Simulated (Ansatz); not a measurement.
Relaxation of Al2H6O (9 atoms, charge 0, multiplicity 1), to a largest force component of 0.03 eV/Å in at most 50 steps.

These are results of Ansatz 0.2.0, RKS PBE-D4/6-31G*, not measurements.

```xyz
9
Properties=species:S:1:pos:R:3:forces:R:3
Al 0.102 -0.314 -0.478 0.10 -0.56 0.08
H -0.085 -0.371 2.274 -0.22 1.25 1.02
H 1.423 0.581 -0.590 -0.03 -0.03 0.03
H -1.367 0.248 -0.776 0.00 0.00 0.02
O 0.295 -2.020 -0.086 -0.10 0.45 -0.33
Al -0.749 -3.395 -0.121 0.05 -0.07 -0.08
H -0.108 -4.830 0.193 -0.02 0.06 0.02
H -2.294 -3.188 -0.499 0.00 -0.01 0.02
H 0.012 -0.921 1.825 0.20 -1.10 -0.77
```

Q: Where does it end, and by what steps?

A: It converged. The force dipped under the threshold on the way, but the program's further checks kept it going. After 34 steps the energy has fallen by 0.174 eV; H8 moved furthest, 1.94 Å.

```json
{"step": "0", "energy less start (eV)": "0.0000", "largest force component (eV/Å)": "1.252", "accepted": "yes"}
{"step": "2", "energy less start (eV)": "-0.0937", "largest force component (eV/Å)": "0.342", "accepted": "yes"}
{"step": "4", "energy less start (eV)": "-0.1044", "largest force component (eV/Å)": "0.327", "accepted": "yes"}
{"step": "6", "energy less start (eV)": "-0.1142", "largest force component (eV/Å)": "0.054", "accepted": "yes"}
{"step": "8", "energy less start (eV)": "-0.1170", "largest force component (eV/Å)": "0.040", "accepted": "yes"}
{"step": "10", "energy less start (eV)": "-0.1130", "largest force component (eV/Å)": "0.404", "accepted": "no"}
{"step": "12", "energy less start (eV)": "-0.1239", "largest force component (eV/Å)": "0.033", "accepted": "yes"}
{"step": "14", "energy less start (eV)": "-0.1293", "largest force component (eV/Å)": "0.196", "accepted": "yes"}
{"step": "16", "energy less start (eV)": "-0.1426", "largest force component (eV/Å)": "0.054", "accepted": "yes"}
{"step": "18", "energy less start (eV)": "-0.1543", "largest force component (eV/Å)": "0.108", "accepted": "yes"}
{"step": "20", "energy less start (eV)": "-0.1601", "largest force component (eV/Å)": "0.068", "accepted": "yes"}
{"step": "22", "energy less start (eV)": "-0.1616", "largest force component (eV/Å)": "0.175", "accepted": "no"}
{"step": "24", "energy less start (eV)": "-0.1670", "largest force component (eV/Å)": "0.088", "accepted": "yes"}
{"step": "26", "energy less start (eV)": "-0.1686", "largest force component (eV/Å)": "0.085", "accepted": "yes"}
{"step": "28", "energy less start (eV)": "-0.1706", "largest force component (eV/Å)": "0.173", "accepted": "yes"}
{"step": "30", "energy less start (eV)": "-0.1733", "largest force component (eV/Å)": "0.010", "accepted": "yes"}
{"step": "32", "energy less start (eV)": "-0.1736", "largest force component (eV/Å)": "0.082", "accepted": "yes"}
{"step": "34", "energy less start (eV)": "-0.1743", "largest force component (eV/Å)": "0.003", "accepted": "yes"}
```

```xyz
9
Properties=species:S:1:pos:R:3
Al -0.220 -0.334 -0.242
H 0.220 -0.006 2.346
H 1.244 0.175 -0.636
H -1.413 0.645 0.179
O -0.553 -2.014 -0.357
Al -0.894 -3.686 -0.515
H -0.632 -4.635 0.747
H -1.456 -4.217 -1.917
H 0.933 -0.138 2.137
```

Whether the end is a true minimum wasn't checked by a vibrational analysis.

Time of the run: 77 s on 1 thread of Arm Neoverse V1 (shared host), peak memory 0.12 GiB.
